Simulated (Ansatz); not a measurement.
Molecule: C$_{3}$H$_{2}$N, charge -1, multiplicity 1. It need not be the lowest isomer of its formula. Whether it binds its extra electron was not tested at this geometry. 
Structure (B3LYP-D3(BJ)/def2-TZVP (Ansatz, a quantum-chemistry and plane-wave program) minimum search):
```
C
C 1 1.3615
H 1 1.1020 2 126.77
H 2 1.1128 1 106.82 3 0.00
C 1 1.4312 3 111.08 2 -180.00
N 5 1.1608 3 147.83 1 -180.00
```
Charge -1, spin multiplicity 1.

Basis-set convergence of Hartree-Fock and MP2 correlation energies (hartree) with Ansatz. Valence correlation only, unless marked. Spin-orbit coupling is left out. No relativistic terms. This anion needs diffuse functions, which these sets lack.

```
basis    functions       E(HF)  E(corr, MP2)
-------  ---------  ----------  ------------
cc-pVDZ          -  -169.14334      -0.53454
cc-pVTZ        148         [?]           [?]
```

### Question
What belongs in the gaps?

### Answer

- cc-pVTZ, E(HF): -169.19225
- cc-pVTZ, E(corr, MP2): -0.65661
